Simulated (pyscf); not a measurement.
Four-centre exchange: H₂N–NH₂ (SMILES NN) + InH₃ (SMILES [InH3]) → H₂N–InH₂ (SMILES [NH2][InH2]) + NH₃ (SMILES N)

Gas phase, singlet surface, charge 0. Bonds broken: N1–N2, In7–H8. Bonds formed: N1–In7, N2–H8. Structures and frequencies: ωB97X-D3(BJ)/def2-SVP in PySCF. MP2 and CC: frozen core, UHF for open shells. ΔMP2 is the change of the MP2 total energy from the triple- to the quadruple-zeta basis.

Transition state (Å):

```xyz
10

N     -1.0241    -0.6367    -0.5516
N     -2.2570     1.0586    -0.0268
H     -1.3366    -1.0116     0.3449
H     -1.1894    -1.3704    -1.2547
H     -1.8778     1.9104    -0.4597
H     -2.6751     0.5621    -0.8167
In     0.7253     0.6570    -0.1869
H     -0.8088     1.1240     0.8032
H      2.1184    -0.1427     0.4514
H      0.7721     1.8604    -1.4388
```

One imaginary mode, 1527i cm⁻¹; descent along it reached the two sides named, in the forms told below.

```tsv
bond	change	reactant side (Å)	saddle	product side
N1–N2	breaks	1.416	2.161	2.9
In7–H8	breaks	1.733	1.885	3.0
N1–In7	forms	2.384	2.206	2.095
N2–H8	forms	3.8	1.671	1.020
```

Electronic energies relative to the separated reactants (kJ/mol):

| level | barrier | reaction energy | reverse barrier |
|---|---|---|---|
| ωB97X-D3(BJ)/def2-TZVP | 300.2 | -193.0 | 493.2 |
| PBE/def2-TZVP | 226.8 | -189.0 | 415.8 |
| r²SCAN/def2-TZVP | 240.9 | -198.8 | 439.7 |
| B3LYP-D3(BJ)/def2-TZVP | 260.6 | -192.2 | 452.8 |
| PBE0-D3(BJ)/def2-TZVP | 277.4 | -187.3 | 464.6 |
| M06-2X/def2-TZVP | 294.4 | -203.0 | 497.4 |
| ωB97M-D3(BJ)/def2-TZVP | 296.9 | -189.8 | 486.7 |
| HF/def2-TZVP | 431.9 | -183.1 | 615.1 |
| MP2/def2-QZVPP | 279.1 | -223.1 | 502.2 |
| CCSD/def2-TZVPP | 303.8 | -201.3 | 505.0 |
| CCSD(T)/def2-TZVPP | 260.9 | -204.3 | 465.3 |
| CCSD(T)/def2-TZVPP + ΔMP2(QZVPP) | 258.2 | -209.4 | 467.5 |

With CCSD(T)/def2-TZVPP + ΔMP2(QZVPP) energies and thermal terms (ideal gas, 1 atm, RRHO with modes under 100 cm⁻¹ raised to 100, one conformer, R ln 2 for rigid chiral ones), in kJ/mol:

```json
[
 {"T (K)": "298", "ΔH‡": "251.1", "ΔG‡": "290.9", "ΔH": "-205.6", "ΔG": "-207.5"},
 {"T (K)": "600", "ΔH‡": "255.0", "ΔG‡": "329.8", "ΔH": "-202.7", "ΔG": "-210.7"},
 {"T (K)": "900", "ΔH‡": "259.2", "ΔG‡": "366.2", "ΔH": "-202.0", "ΔG": "-214.9"},
 {"T (K)": "1200", "ΔH‡": "262.9", "ΔG‡": "401.3", "ΔH": "-202.2", "ΔG": "-219.2"}
]
```

On the reactant side the descent ends in an adduct with a In–N contact, 95.4 kJ/mol under the separated species and 395.5 kJ/mol under the saddle at ωB97X-D3(BJ)/def2-TZVP. On the product side the descent ends in an adduct with a In–N contact (not fully relaxed), 82.9 kJ/mol under the separated species and 576.1 kJ/mol under the saddle at ωB97X-D3(BJ)/def2-TZVP. What is counted as formed (In–N) is already present as a longer contact in the reactant adduct; forming that adduct is a step of its own. This is the saddle that the search found; another between the same sides may lie lower. One closed-shell reference is unstable to symmetry breaking; treat the single-reference values with care. The CCSD(T) − MP2 part came from Ansatz, without density fitting, on the same reference. The frozen core leaves the outer d or s,p core shells of the metals and heavy elements correlated in the MP2 and CC values, and def2-TZVPP describes them poorly, which can shift differences by a few kcal/mol. Elements past Kr carry the def2 core potentials, without spin-orbit coupling.
